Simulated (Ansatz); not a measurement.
**BHS+ (doublet): wave-function methods side by side, def2-TZVPP**

One table from this session's results is given with a row withheld; the runs are named, their logs left out.

Program: Ansatz 0.2.0, Gaussian basis. Level of theory: def2-TZVPP, core rule «outside noble gas», up to 6 orbitals frozen. These are calculated values, not measurements.

To be run: UHF; ROHF; CCSD(T) on UHF.

2 further runs of the same task are left out: 2 set aside as unsound or not needed.

**The geometry**

The geometry is a PBE0/def2-TZVP stationary point (not a proven minimum) of the parent state, kept for this charge and spin.

3 atoms, charge 1, spin multiplicity 2.

Atoms are counted from 1 here; the program's logs count them from 0.

Bond lengths: B1–S2 1.598 Å, B1–H3 1.175 Å. Angles: S2–B1–H3 180.0°.

Set-up of the first run:

in.yaml reads:

```yaml
crystal:
  periodic: [false, false, false]
  atoms:
    - {symbol: B, position_ang: [0.000000, 0.000000, 0.140933]}
    - {symbol: S, position_ang: [0.000000, 0.000000, -1.456867]}
    - {symbol: H, position_ang: [0.000000, 0.000000, 1.315933]}
basis:
  gaussian: {orbitals: def2-TZVPP}
total_charge: 1
magnetization: {spin_polarized: true, initial_magnetization: 1}
hamiltonian: {xc: hf}
output: {orbitals: {seedname: orbitals}}
```

Run with:

```
$ ansatz run in.yaml --threads 1 --pin off --events-out ev --progress --plain --max-ram 4096MiB --backend cpu
```

Steps of the session up to this table: UHF; ROHF; CCSD(T) on UHF.

One table of the session follows, with a row left open; its other results are not shown here.

```
  method  from UCCSD(T) (meV)
    ROHF              +6870.4
     UHF                    ?
    UMP2              +1117.7
   UCCSD               +284.7
UCCSD(T)                    0
```

**Question.** Estimate the row for UHF.

As computed: from UCCSD(T) (meV): +6743.5. In the column «from UCCSD(T) (meV)» it lies between UMP2 (+1117.7) and ROHF (+6870.4).
